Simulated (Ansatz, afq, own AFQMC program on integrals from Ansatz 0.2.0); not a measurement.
Integrals from Ansatz 0.2.0, then the random walk in our own AFQMC program (afq).

```yaml
crystal:
  periodic: [false, false, false]
  atoms:
    - {symbol: F, position_ang: [0.000000, 0.000000, 0.000000]}
basis:
  gaussian: {orbitals: cc-pVTZ}
magnetization: {spin_polarized: true, initial_magnetization: 1}
correlation: {method: ccsd_t, electrons: outside_noble_gas, hamiltonian_folder: ham}
```

```sh
$ ansatz run in.yaml --threads 1 --pin off --events-out ev --progress --plain --max-ram 15360MiB --backend cuda --devices 0, --max-vram 18GiB
```

Options of the walk:

```
--method phaseless --trial cisd --walkers 4000 --populations 20 --least-time 60 --time-step 0.005 --steps-per-block 50 --equilibration-blocks 28 --max-blocks 4000 --target-error 0.0001 --factor-cut 1e-05 --start spin_pure --seed 2595 --release-times 0.24,0.5,1,1.5 --release-step 0.02 --release-every 3 --taylor-order 6
```

Times are imaginary, in 1/Eh. The walk had a cap of 122 s. With eight or more populations the least sampling time is a fifth of least-time, and the error comes from their spread.

Log:

```
orbitals 29  electrons 4 3  factors 184 of 185
reference energy -99.40552484 Eh
CCSD correlation -0.21124535 Eh in 8 cycles, weight of the determinant in the CISD state 0.9652
energy of the start -99.616725 Eh
 block  time / (1/Eh)  mean weight  energy / Eh
     1     0.250  1.0001  -99.618164
     2     0.500  1.0000  -99.619521
     3     0.750  1.0003  -99.620196
     4     1.000  1.0003  -99.620294
     5     1.250  0.9998  -99.620687
    12     3.000  0.9999  -99.620957
    19     4.750  1.0002  -99.620096
    26     6.500  1.0003  -99.620498
    33     8.250  1.0002  -99.620291
    36     9.000  1.0002  -99.619907
    40    10.000  0.9998  -99.620871
    47    11.750  0.9998  -99.620375
    54    13.500  0.9999  -99.620134
    61    15.250  1.0002  -99.620370
    68    17.000  1.0002  -99.620383
    75    18.750  0.9998  -99.620464
    76    19.000  1.0002  -99.621077
    78    19.500  1.0001  -99.620510
error from the spread of 20 populations
released: time / (1/Eh)  energy / Eh  error  mean overlap
  0.24  -99.620580  0.000037  0.9994
  0.50  -99.608690  0.011882  0.9973
  1.00  -99.620562  0.000068  0.9907
  1.50  -99.620604  0.000074  0.9901
energy -99.620498 +/- 0.000049 Eh
(rows thinned)
```

The run passed its tests (sampling time, drift between the halves within three errors, error under three times the target), which doesn't prove that it has relaxed.

Against this walk (error 1.3 meV) on the same determinant: CCSD(T) 3.7 meV higher, CCSDT(Q) 2.9 meV lower, CCSDTQ 2.8 meV lower. The error is statistical and leaves out the bias of the constraint. The released energies have errors that jump between times, so the bars are unsure (meV from the phaseless value at times in 1/Eh: -2.2 ± 1.0 at 0.24, 321 ± 323 at 0.50, -1.7 ± 1.8 at 1.00, -2.9 ± 2.0 at 1.50), so they give no level.

Cautions: constraint bias not in the error.

The walk took 25 s on 1 × NVIDIA H100 80GB HBM3 with 2 threads of AMD EPYC 7R13 Processor (Zen 3) (shared host) (the card was shared). The log's last line is the phaseless energy.

CCSDT and higher add their correlation energy to the determinant of the CCSD(T) run, since their own runs factorise the integrals more tightly (a shift of under 2 meV). A walk keeps the symmetry of its determinant, which the program's search chose and which needn't be the lowest solution, so a lower state of the same spin and another symmetry isn't excluded.
